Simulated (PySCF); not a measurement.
Start geometry of `FP(F)F` from GFN2-xTB (Å):
```
atom  x, y, z in Å
F1    -0.8161   -1.0803   -0.2162
P2    -0.0035   -0.0036    0.6347
F3     1.3165   -0.1999   -0.2280
F4    -0.4589    1.2585   -0.2235
```

Q: What comes out of this run: PBE0-D3(BJ)/def2-SVP geometry optimisation, gas phase (PySCF)?

A: 
```
atom  x, y, z in Å
F1    -0.827   -1.065   -0.378
P2     0.018   -0.107    0.579
F3     1.379   -0.138   -0.253
F4    -0.532    1.282    0.017
```

The energy falls by 2.0 kcal/mol over 5 energy and gradient evaluations, the largest force component goes from 0.0227 to 2.1e-04 Eh/bohr, and the atoms move by 0.051 Å rms after alignment. The bond that changes most is P2–F3 (three-coordinate phosphorus to phosphorus-bound fluorine), which lengthens by 0.007 Å. Bonds longer at the end by more than 0.005 Å: 1 of 3; shorter: 0. Among the angles that change most is F3–P2–F4, from 92.5° to 97.3°. Rotational constants go from 7877, 7440, 4925 to 7523, 7506, 4631 MHz. The orientation of the end geometry is arbitrary; only internal coordinates are fixed.

The run used 60 basis functions and 33 SCF cycles in all. The run took 4.5 s on an Arm Neoverse V1 with one thread, no GPU, shared host with 32 logical CPUs at a one-minute load of 9.6, and the process peaked at 0.28 GiB of memory.

No PBE0-D3(BJ)/def2-SVP frequencies stand behind this structure, so it isn't proved a minimum.
